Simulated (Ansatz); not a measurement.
**Mo (model structure, started from the omega type, P6/mmm, No. 191, 3 atoms in the cell)**

Calculation: PBEsol (Ansatz, a program for electronic structure, plane waves, PAW).

Numerical settings: plane-wave cutoff 500 eV, 24×24×26 k mesh (along the axes of the cell as run), Fermi–Dirac smearing 0.1 eV, no spin polarisation, scalar-relativistic PAW data made under PBE.

Cell (relaxed at this level):

```
Mo
1.0
    4.62145     0.00000     0.00000
   -2.31072     4.00229     0.00000
    0.00000     0.00000     2.53543
Mo
3
Direct
  0.00000   0.00000   0.00000
  0.33333   0.66667   0.50000
  0.66667   0.33333   0.50000
```

```yaml
band_gap: none
```

Note: the relaxation could raise the start's symmetry but not lower it, so the cell can be a saddle point.

Spin–orbit coupling is not included.

The result took about 4 core-minutes (a rough figure).

A model structure was made by putting elements into a prototype or built by hand; it is no filed structure, need not be a known phase, and can be a saddle point held by its symmetry.
